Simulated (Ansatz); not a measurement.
# CH3S (doublet): the correlation ladder, cc-pVDZ

The task here is to estimate one member of a computed series from the others.

Program: Ansatz 0.2.0, Gaussian basis. Level of theory: cc-pVDZ, core rule «outside noble gas», up to 6 orbitals frozen. These are calculated values, not measurements.

The runs, in order: UHF; CCSD(T) on ROHF; CCSD(T) on UHF; BCCD(T) on ROHF; CISD; CCSDT(Q) on ROHF; CCSDT(Q) on UHF; CASSCF and NEVPT2, 13 electrons in 11 orbitals.

19 further runs of the same task are left out: 8 that didn't finish, 11 set aside as unsound or not needed.

### What is computed

The geometry is a PBE0/def2-TZVP stationary point (not a proven minimum).

5 atoms, charge 0, spin multiplicity 2.

Atoms are counted from 1 here; the program's logs count them from 0.

Bond lengths: C1–S2 1.782 Å, C1–H3 1.096 Å, C1–H4 1.091 Å, C1–H5 1.091 Å. Angles: S2–C1–H3 106.4°, S2–C1–H4 111.9°, S2–C1–H5 111.9°, H3–C1–H4 107.7°, H3–C1–H5 107.7°, H4–C1–H5 110.9°.

The first run:

in.yaml reads:

```yaml
crystal:
  periodic: [false, false, false]
  atoms:
    - {symbol: C, position_ang: [-0.007272, -0.000001, 1.189056]}
    - {symbol: S, position_ang: [-0.000232, 0.000000, -0.592809]}
    - {symbol: H, position_ang: [1.043518, 0.000004, 1.502027]}
    - {symbol: H, position_ang: [-0.474742, 0.898302, 1.593877]}
    - {symbol: H, position_ang: [-0.474733, -0.898309, 1.593876]}
basis:
  gaussian: {orbitals: cc-pVDZ}
magnetization: {spin_polarized: true, initial_magnetization: 1}
hamiltonian: {xc: hf}
output: {orbitals: {seedname: orbitals}}
```

On the command line:

```sh
ansatz run in.yaml --threads 1 --pin off --events-out ev --progress --plain --max-ram 2393MiB
```

Steps of the session up to this table: UHF; CCSD(T) on ROHF; CCSD(T) on UHF; BCCD(T) on ROHF; CISD; CCSDT(Q) on ROHF; CCSDT(Q) on UHF; CASSCF and NEVPT2, 13 electrons in 11 orbitals.

One table of the session follows, with a row left open; its other results are not shown here.

It belongs to the step «Misses and costs». 

| method | from UCCSDT(Q) (meV) |
| --- | --- |
| ROHF | +8190.8 |
| UHF | +8072.3 |
| RMP2 | +1129.0 |
| UMP2 | +1146.5 |
| CISD | +883.3 |
| RCCSD | +227.8 |
| UCCSD | +224.9 |
| RCCSD(T) | +31.3 |
| UCCSD(T) | +31.1 |
| BCCD(T) | +30.6 |
| RCCSDT | ? |
| UCCSDT | +12.3 |
| RCCSDT(Q) | +0.4 |
| UCCSDT(Q) | 0 |
| CASSCF valence | +5803.2 |
| NEVPT2 valence | +1373.5 |

**Question.** Estimate the row for RCCSDT.

As computed: from UCCSDT(Q) (meV): +12.6. In the column «from UCCSDT(Q) (meV)» it lies between UCCSDT (+12.3) and BCCD(T) (+30.6).

With the free atoms at the same levels and basis (separate runs), the atomisation energy is 15.249 eV at UCCSDT(Q), 15.238 eV at RCCSD(T), 15.237 eV at UCCSD(T), 12.130 eV at ROHF.

Caveats from the session: Restricted and unrestricted rows rest on different reference determinants; where their highest levels disagree by more than a few hundredths of an eV, they describe different states and don't form one ladder.
